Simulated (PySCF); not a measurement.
# Lithium: a sound run and one with changed settings

Sound run: Li [He] 2s1, Li⁺ 1s2. Calculation: PySCF 2.14, in def2-TZVP; no relativity, point nucleus. The sound run starts from symmetry-adapted Hartree-Fock orbitals and uses a fine grid where one is needed.

Changed run: 6 angular points. This setting is unsound on purpose.

```
species  method  sound run (hartree)  changed run (hartree)  converged
     Li     UHF             -7.43268               -7.43268        yes
     Li     LDA             -7.34380               -7.34380        yes
     Li    BP86             -7.48079               -7.48079        yes
    Li⁺     UHF             -7.23637               -7.23637        yes
    Li⁺     LDA             -7.14274               -7.14274        yes
    Li⁺    BP86             -7.27638               -7.27638        yes
```

Ionisation energy of Li:

```json
{"method": "UHF", "sound run (eV)": "5.342", "changed run (eV)": "5.342"}
{"method": "LDA", "sound run (eV)": "5.471", "changed run (eV)": "5.471"}
{"method": "BP86", "sound run (eV)": "5.562", "changed run (eV)": "5.562"}
```

Here the setting changes nothing at the digits shown.

For comparison, NIST gives 5.392 eV between the lowest levels.
